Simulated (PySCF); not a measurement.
System: zinc-blende AlN (metastable phase). Method: PBE0 in PySCF (GTH pseudopotentials, Gaussian basis).

The same calculation (at the measured cell, 10.503 Å³/atom) with different numerical settings; throughout: k mesh 2×2×2:

| run | basis | gap on the mesh (eV) | total energy (eV/atom) |
|---|---|---|---|
| 1 | DZ | 5.108 | -164.0079 |
| 2 | TZ | 5.270 | -164.4047 |
| 3 | QZ | 5.303 | -164.4692 |

In the column total energy (eV/atom) the first row differs from the last by +0.4613 and the next to last by +0.0645.

The last row is no converged limit: other settings stay fixed.
